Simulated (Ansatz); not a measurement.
C2H5NO2 can be A, `NC=C(O)O`, or B, `NC(=O)CO`.

Calculated with Ansatz (gas phase, PBE0-D4/def2-TZVP geometries, no zero-point term in ΔE). CCSD(T)/CBS is the MP2 limit (def2-TZVPP, def2-QZVPP) plus CCSD(T) − MP2 in def2-TZVPP, frozen cores. Functionals use def2-TZVPP. One conformer a species, not always the lowest.

Q: Which isomer does CCSD(T)/CBS put lower? Give the gap. (Best estimate.)

A: Ansatz gave: B, by 20.3 kcal/mol.

Q: Give E(B) − E(A) in kcal/mol with PBE-D4, r2SCAN-D4, CCSD/def2-TZVPP, PBE0-D4, MP2/def2-TZVPP, CCSD(T)/def2-TZVPP, ωB97M-V. (Best estimate.)

A: The calculation gave: PBE-D4 -20.1, r2SCAN-D4 -21.0, CCSD/def2-TZVPP -20.9, PBE0-D4 -19.9, MP2/def2-TZVPP -20.8, CCSD(T)/def2-TZVPP -20.6, ωB97M-V -20.4. None reverses the order clearly.

Largest T1 diagnostic: 0.014.

In def2-TZVPP, CCSD(T) changes the Hartree–Fock value by +3.6 kcal/mol (the triples alone add +0.3 kcal/mol) and MP2 by +3.5 kcal/mol.
